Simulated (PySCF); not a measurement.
# C4H8O (2-Butanone): the cost of one run

Programs: PySCF 2.14.0, with density-fitted response routines of our own. Each step states its level of theory. These are calculated values for one molecule, in the gas phase or a continuum, unless marked as measured. Atoms count from 0, in the outputs and in this text.

### Step 1. Starting geometry

13 atoms, charge 0, multiplicity 1; geometry from: GFN2-xTB. The atoms were then displaced at random by about 0.01 Å, so the start is not that level's minimum.

Bonds of the start (Å): C0–C1 1.50, C1–C2 1.50, C2–C3 1.56, C2–O4 1.20, C0–H5 1.12, C0–H6 1.07, C0–H7 1.09, C1–H8 1.10, C1–H9 1.08, C3–H10 1.07, C3–H11 1.08, C3–H12 1.08.

### Step 2. Optimising the geometry at PBE0-D3(BJ)/def2-TZVP

What the job is given:

```
{"job": {"xc": "PBE0", "basis": "def2-TZVP", "d3": "d3bj", "grid": 2, "shake": 0.01, "kind": "geom"}, "charge": 0, "multiplicity": 1}
C     -1.876900     0.073170    -0.123140
C     -0.437320     0.340060    -0.462050
C      0.482260    -0.225040     0.581390
C      1.988930    -0.244170     0.175220
O      0.121750    -0.628330     1.650080
H     -2.546500     0.579230    -0.863980
H     -2.097760    -0.969970    -0.115190
H     -2.110940     0.503070     0.852400
H     -0.237760     1.424700    -0.497350
H     -0.177280    -0.085340    -1.421240
H      2.231620     0.689850    -0.278810
H      2.591550    -0.440040     1.049090
H      2.074170    -1.034070    -0.556750
```

The run is started by

```sh
$ OMP_NUM_THREADS=2 python probes_run.py task.json out
```

This one command runs all jobs of the session in turn.

**Question.** How long does this first job take on 2 threads of Intel Xeon Platinum 8259CL at 2.50GHz, shared host, and how much memory does it need?

About 84 s, with a peak of 1 GiB.
